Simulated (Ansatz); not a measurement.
Born–Oppenheimer molecular dynamics of C4H8ClN (14 atoms, charge 0, multiplicity 1). It goes on from the last frame of an earlier run, with new velocities.

These are results of Ansatz, RKS B3LYP/STO-3G, not measurements.

```json
{
 "ensemble": "NVT, Langevin thermostat",
 "time step": "1 fs",
 "steps asked": "250",
 "set temperature": "400 K",
 "friction": "0.005 /fs",
 "seed": "357846"
}
```

First frame:

```xyz
14
Properties=species:S:1:pos:R:3
C -0.800 -1.838 0.185
N 0.512 -1.040 0.248
C 0.348 0.413 0.268
C -0.588 0.941 -0.865
C 0.985 1.227 1.143
Cl 1.096 3.065 0.998
H -1.492 -1.489 0.892
H -1.252 -1.813 -0.812
H -0.518 -2.858 0.372
H 0.902 -1.313 1.050
H -0.548 2.035 -0.921
H -0.230 0.540 -1.827
H -1.636 0.699 -0.627
H 1.686 0.826 1.895
```

Problem. How far do the bonds stretch over the last three quarters of this one trajectory? (Pairs bonded in most of those frames.)

Solution. 
```
  bond  mean (Å)  spread (Å)  shortest  longest
 C1–N2     1.527       0.029      1.44     1.58
 C1–H7     1.115       0.038      1.04     1.19
 C1–H8     1.107       0.032      1.03     1.19
 C1–H9     1.109       0.035      1.03     1.19
 N2–C3     1.478       0.035      1.42     1.57
N2–H10     1.069       0.061      0.97     1.17
 C3–C4     1.542       0.034      1.45     1.61
 C3–C5     1.360       0.041      1.29     1.45
C4–H11     1.103       0.016      1.05     1.15
C4–H12     1.109       0.029      1.06     1.16
C4–H13     1.103       0.019      1.07     1.15
C5–Cl6     1.810       0.028      1.76     1.88
C5–H14     1.100       0.018      1.05     1.14
```

Mean temperature of the second half: 406 K. A run of 0.25 ps of so small a system gives no equilibrium averages. Limits of this set-up: minimal basis.

Time of the run: 5.3 min on 1 thread of Intel(R) Xeon(R) 6975P-C (Granite Rapids), with other jobs on the host, peak memory 0.11 GiB.
